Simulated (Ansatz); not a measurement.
C4H4N2 (`N#CCCC#N`) at its PBE0-D4/def2-TZVP geometry, where that method's forces vanish. The species carries charge 0 and has multiplicity 1.

```json
{"atom": "N1", "x (Å)": "2.077", "y (Å)": "-1.755", "z (Å)": "1.167"}
{"atom": "C2", "x (Å)": "1.506", "y (Å)": "-0.933", "z (Å)": "0.604"}
{"atom": "C3", "x (Å)": "0.756", "y (Å)": "0.095", "z (Å)": "-0.097"}
{"atom": "C4", "x (Å)": "-0.756", "y (Å)": "-0.095", "z (Å)": "0.097"}
{"atom": "C5", "x (Å)": "-1.506", "y (Å)": "0.932", "z (Å)": "-0.605"}
{"atom": "N6", "x (Å)": "-2.078", "y (Å)": "1.755", "z (Å)": "-1.168"}
{"atom": "H7", "x (Å)": "1.065", "y (Å)": "1.075", "z (Å)": "0.273"}
{"atom": "H8", "x (Å)": "1.009", "y (Å)": "0.056", "z (Å)": "-1.159"}
{"atom": "H9", "x (Å)": "-1.009", "y (Å)": "-0.056", "z (Å)": "1.159"}
{"atom": "H10", "x (Å)": "-1.065", "y (Å)": "-1.075", "z (Å)": "-0.273"}
```

Q: For each bond, give half the difference of the two atoms' forces along it (eV/Å; positive pushes the atoms apart) under PBE-D4, r2SCAN-D4, B3LYP-D4, ωB97M-V in def2-TZVPP. (Estimate.)

A: Computed: 
```tsv
bond	length (Å)	PBE-D4	r2SCAN-D4	B3LYP-D4	ωB97M-V
N1–C2	1.149	1.50	0.57	-0.04	-0.38
C2–C3	1.453	-0.78	-0.32	0.09	0.44
C3–C4	1.535	0.10	0.21	0.20	0.04
C3–H7	1.093	0.13	-0.04	-0.10	-0.15
C3–H8	1.093	0.13	-0.04	-0.10	-0.15
C4–C5	1.453	-0.78	-0.32	0.09	0.44
C4–H9	1.093	0.13	-0.04	-0.10	-0.15
C4–H10	1.093	0.13	-0.04	-0.10	-0.15
C5–N6	1.149	1.50	0.57	-0.04	-0.38
```

B3LYP here is the variant with VWN-RPA as its local correlation; programs differ in this.
